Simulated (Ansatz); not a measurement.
# B2HSi: the cost of one run

Method: def2-QZVPP, core rule «outside noble gas», up to 7 orbitals frozen; program: Ansatz 0.2.0, Gaussian basis.

To be run: UHF; ROHF; CCSD(T) on UHF.

6 further runs of the same task are left out: 6 set aside as unsound or not needed.

## (1) What is computed

The geometry is a PBE0/def2-TZVP stationary point (not a proven minimum) of the parent state, kept for this charge and spin.

4 atoms, charge 1, spin multiplicity 5.

Atoms are counted from 1 here; the program's logs count them from 0.

Bond lengths: B1–B2 1.579 Å, B2–Si3 1.996 Å, B2–H4 1.210 Å. Angles: B1–B2–Si3 136.4°, B1–B2–H4 115.9°, Si3–B2–H4 107.7°.

## (2) UHF

Input file in.yaml:

```yaml
crystal:
  periodic: [false, false, false]
  atoms:
    - {symbol: B, position_ang: [0.000000, -0.380732, 2.150191]}
    - {symbol: B, position_ang: [0.000000, 0.405618, 0.780388]}
    - {symbol: Si, position_ang: [0.000000, -0.067455, -1.159082]}
    - {symbol: H, position_ang: [0.000000, 1.612658, 0.864045]}
basis:
  gaussian: {orbitals: "def2-QZVPP.json"}
total_charge: 1
magnetization: {spin_polarized: true, initial_magnetization: 4}
hamiltonian: {xc: hf}
output: {orbitals: {seedname: orbitals}}
```

Started as:

```bash
$ ansatz run in.yaml --threads 1 --pin off --events-out ev --progress --plain --max-ram 2393MiB
```

**Question.** How long does this run take on 1 thread of Arm Neoverse N1, shared host, and how much memory does it need?

About 52 s, with a peak of 0.5 GiB.
